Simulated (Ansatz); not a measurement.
## AlHO2 (SMILES [O]=[Al][OH]): methods side by side

The species is AlHO2 (4 atoms), meant as a singlet with charge 0. SMILES: `[O]=[Al][OH]`. The shape comes from GFN2-xTB, which is rough for such elements, and wasn't checked as a minimum.

Each level gives the vertical ionisation energy (to the doublet cation) (eV). The values are calculated.

```csv
level,kind,program,value (eV),CPU time (all runs)
HF/STO-3G,Hartree–Fock,Ansatz,2.69,0.48 s
r2SCAN/STO-3G,meta-GGA,Ansatz,5.08,28 s
B3LYP/STO-3G,global hybrid,Ansatz,5.11,20 s
r2SCAN0/STO-3G,hybrid meta-GGA,Ansatz,4.85,71 s
CAM-B3LYP/STO-3G,range-separated hybrid,Ansatz,5.00,18 s
BCCD(T)/STO-3G,coupled cluster or CI,Ansatz,?,1.1 s
CCSD(T)/STO-3G,coupled cluster or CI,Ansatz,4.04,0.99 s
CCSDTQ/STO-3G,coupled cluster or CI,Ansatz,?,55 s
FCI/STO-3G,exact in the basis,Ansatz,4.01,41 s
```

Task: Estimate what the levels marked ? give.

Result: As computed at these levels: BCCD(T)/STO-3G: 4.07 eV; CCSDTQ/STO-3G: 4.02 eV. The values span 2.69 to 5.11 eV. All rows use very small basis sets, so even the best lies far from the true value. Times are those of the runs behind each value, whatever else they computed, on shared processors of several kinds: orders of magnitude only.
